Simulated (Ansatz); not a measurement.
The same path of H$_{5}$NSi (7 atoms, charge 0, multiplicity 1) was run twice with different band settings. Lost on the way: Si1–H5. Made: N2–H5.

All numbers below come from RKS PBE0-D4/def2-SVP in Ansatz 0.2.0.

Relaxed end points:

```xyz
7
Properties=species:S:1:pos:R:3
Si 0.378 -0.002 0.127
N 0.844 -0.172 1.787
H 0.128 -0.323 2.488
H 1.574 0.428 2.155
H 1.621 -0.015 -0.702
H -0.379 1.246 -0.236
H -0.493 -1.162 -0.233
```

```xyz
7
Properties=species:S:1:pos:R:3
Si 0.174 0.424 -0.500
N 1.105 -0.096 1.262
H 0.459 -0.463 1.961
H 1.577 0.715 1.665
H 1.819 -0.804 1.090
H -0.890 1.145 0.343
H -0.570 -0.920 -0.436
```

Common settings: movable images 7; climbing image yes; spring 5.0 eV/Å²; optimiser quadratic models (default); start path through a guess of the saddle point; iteration limit 60; end points relaxed.

| run | force threshold |
| --- | --- |
| 1 | 0.05 eV/Å |
| 2 | 0.2 eV/Å |

**Question.** What does each run give, and how far can it be trusted?

**Answer.** Run 1: converged after 18 iterations, highest image 2.962 eV above the first end. Neighbouring images differ by up to 1.4 eV, so the band resolves the path poorly. A vibrational analysis at the climbing image gives one clearly imaginary mode, 1524i cm⁻¹: a first-order saddle point.
Run 2: converged after 12 iterations, highest image 2.965 eV above the first end. The threshold of 0.2 eV/Å is loose, so the images may lie well off the minimum-energy path. Neighbouring images differ by up to 1.4 eV, so the band resolves the path poorly. Another band between the same ends (7 images) ends at a top of the same energy, where a vibrational analysis finds 1 clearly imaginary mode.
The orbitals stay closed-shell, which can raise the energy where a bond breaks towards radicals; this wasn't checked here.
